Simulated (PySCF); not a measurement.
Name the molecule from its bond curve

A diatomic of charge 0 contains O. Its doublet curve at r²SCAN0 in a double-zeta basis (no relativity, PySCF), in eV from the separated fragments:

```json
{"R (Å)": "1.411", "E (eV)": "-3.393"}
{"R (Å)": "1.477", "E (eV)": "-4.138"}
{"R (Å)": "1.542", "E (eV)": "-4.527"}
{"R (Å)": "1.592", "E (eV)": "-4.650"}
{"R (Å)": "1.641", "E (eV)": "-4.668"}
{"R (Å)": "1.690", "E (eV)": "-4.610"}
{"R (Å)": "1.756", "E (eV)": "-4.453"}
{"R (Å)": "1.838", "E (eV)": "-4.180"}
{"R (Å)": "1.936", "E (eV)": "-3.799"}
{"R (Å)": "2.068", "E (eV)": "-3.265"}
```

The fit gives ωe = 965 cm⁻¹ and the rotational constant Bₑ = 0.6349 cm⁻¹.

Question: Which atom is the partner?

Answer: The minimum lies at 1.626 Å, so the reduced mass is 16.8576 u Å² cm⁻¹/(Bₑ·Re²) = 10.04 u. With O at 15.99 u the partner weighs about 27.0 u: Al. The molecule is AlO.

The state was picked by a PBE0 search and need not be the measured ground state.
